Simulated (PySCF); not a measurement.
TDDFT excited states: C4H9F

Compound: 1-fluorobutane, C₄H₉F.
SMILES: `CCCCF`

Level of theory: TDDFT CAM-B3LYP/def2-SVPD, vertical, gas phase, core orbitals frozen in the response (PySCF 2.14.0, density-fitted response routines). Isolated species at its PBE0-D3(BJ)/def2-SVP geometry (one conformer only). Torsions of this conformer, `[CH3:1][CH2:2][CH2:3][CH2:4][F:5]`: C1–C2–C3–C4 178°, C2–C3–C4–F5 -61°.

List the vertical singlet excitations with oscillator strengths and describe the spectrum.

| state | E (eV) | E (kJ/mol) | λ (nm) | f | main configurations (H = HOMO, L = LUMO) |
| --- | --- | --- | --- | --- | --- |
| S1 | 8.93 | 861 | 138.9 | 0.0064 | H→L (80%), H→L+1 (9%) |
| S2 | 9.01 | 870 | 137.6 | 0.0054 | H-1→L (79%) |
| S3 | 9.18 | 886 | 135.0 | 0.010 | H-2→L (65%), H-1→L+1 (11%) |
| S4 | 9.37 | 904 | 132.4 | 0.045 | H→L+1 (56%), H-3→L (20%) |
| S5 | 9.64 | 931 | 128.6 | 0.0027 | H→L+2 (39%), H-1→L+1 (23%) |
| S6 | 9.69 | 935 | 128.0 | 0.043 | H-1→L+1 (24%), H→L+2 (18%), H-2→L (12%) |
| S7 | 9.71 | 937 | 127.7 | 0.026 | H-2→L+1 (37%), H-1→L+2 (13%), H-4→L (10%) |
| S8 | 9.82 | 948 | 126.2 | 0.072 | H-1→L+2 (56%), H-2→L+1 (16%) |
| S9 | 9.90 | 955 | 125.2 | 0.086 | H-2→L+2 (64%), H-1→L+2 (9%) |
| S10 | 9.93 | 958 | 124.9 | 0.044 | H→L+3 (57%), H→L+2 (21%) |

Triplets (Tamm–Dancoff): T1 8.67 eV, H→L (59%), H→L+1 (12%), H-1→L (10%); T2 8.74 eV, H-1→L (64%), H→L (9%); T3 8.91 eV, H-2→L (63%); T4 9.06 eV, H→L+1 (43%), H-3→L (27%), H→L (11%).

The lowest singlet comes at 139 nm (861 kJ/mol) in the vacuum ultraviolet; it is weak; its leading configuration is HOMO→LUMO (80%). The strongest level in the table is S9 at 9.90 eV (125 nm, f = 0.086). Löwdin shares by element: HOMO carbon 47% or more, fluorine 16% (atoms not listed hold the other 37%); LUMO carbon 52% (atoms not listed hold the other 48%). Orbital energies (eV): HOMO-3 -11.44, HOMO-2 -10.84, HOMO-1 -10.71, HOMO -10.59, LUMO 1.42, LUMO+1 1.80, LUMO+2 2.12. The listed states span 1.01 eV, and the widest gap between neighbours is 0.28 eV (S4 to S5). Weighted by f, the mean energy of these states is 9.72 eV. All these states lie below the vertical ionisation energy of 11.52 eV (ΔSCF). The window holds the lowest 10 singlets.
